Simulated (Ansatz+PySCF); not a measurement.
Results of a calculation; reference values are marked as such.
Input for PySCF 2.14.0:

```python
from pyscf import gto, dft

mol = gto.M(atom="""
N 0.000000 0.000000 -1.015420
N 0.000000 0.000000 1.015420
""", basis='sto-3g', charge=0, spin=0)
mf = dft.UKS(mol, xc='pbe0')
mf.kernel()
print(mf.converged, mf.e_tot, mf.spin_square()[0])
```

The script is written out from the run's settings.

Output:

* Converged: yes
* Total energy: -107.51926 hartree
* Spin squared of the determinant: 0.000

This is not the lowest solution: another run reaches a determinant 5.17 eV lower.
